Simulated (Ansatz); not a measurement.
Task: Name a neutral molecule of C, F, N and H with size of the dipole moment (PBE/def2-TZVPP) between 0.90 and 1.20 D and HOMO energy (PBE0/def2-TZVPP) between -8.00 and -7.70 eV (Ansatz, PBE0-D4/def2-TZVP geometry).

Result: `CC(N)F` (1.02 D, -7.83 eV); `NCF` (1.16 D, -7.96 eV); `NC1(F)CC1` (0.93 D, -7.89 eV); `CCC(N)F` (0.96 D, -7.80 eV). Other molecules can fit too; these were computed, each in one conformer that needn't be the lowest.
